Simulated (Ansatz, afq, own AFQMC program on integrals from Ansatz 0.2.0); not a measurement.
# BH$_{4}$⁺, singlet: AFQMC among the cluster methods

| atom | x (Å) | y (Å) | z (Å) |
| --- | --- | --- | --- |
| B | 0.0000 | 0.0000 | 0.0000 |
| H | -0.0156 | 0.8614 | 0.8498 |
| H | -0.0213 | -0.8500 | 0.8612 |
| H | 0.0213 | 0.8500 | -0.8612 |
| H | 0.0156 | -0.8614 | -0.8498 |

Basis cc-pVDZ. Only valence electrons are correlated. Integrals, coupled cluster, full CI and functionals: Ansatz 0.2.0; the random walks run on the same integrals in our own AFQMC program. The CISD trial takes its coefficients from CCSD amplitudes. Released means that phaseless walkers are propagated on without the constraint, phases kept. ± is one standard error of the sampling.

Determinant: RHF, the one that the program's search chose, which needn't be the lowest solution. The geometry is a PBE0/def2-TZVP stationary point of this or a neighbouring charge and spin state.

Full CI is exact in this basis; its frozen core comes from its own orbitals, which moves totals by up to a few meV.

Cautions: full CI with its own frozen core.

- T1 diagnostic: 0.0073
- weight of the determinant in the CISD state: 0.926
- size of the correlated space: 6 electrons in 33 orbitals

Reference: full CI, correlation energy -3.705 eV. The released energy is read at 1.50 1/Eh (meV from the phaseless value at times in 1/Eh: -3 ± 4 at 0.24, -3 ± 3 at 0.50, -2 ± 4 at 1.00, -4 ± 3 at 1.50).

```csv
level,E − E(reference) (kcal/mol),share of correlation (%)
HF,85.45,0.00
MP2,18.48,78.38
CCSD,2.16,97.47
CCSD(T),0.46,99.46
CCSDT,0.12,99.86
CCSDT(Q),0.02,99.97
ph-AFQMC/HF,-1.26 ± 0.72,101.47
ph-AFQMC/CISD,0.04 ± 0.09,99.96
released AFQMC,-0.07 ± 0.08,100.08
```

CCSDT and higher add their correlation energy to the determinant of the CCSD(T) run, since their own runs factorise the integrals more tightly (a shift of under 2 meV). A walk keeps the symmetry of its determinant, which the program's search chose and which needn't be the lowest solution, so a lower state of the same spin and another symmetry isn't excluded. Released energies are given only where the last usable release times agree within the noise; a slower fall can still hide under it.
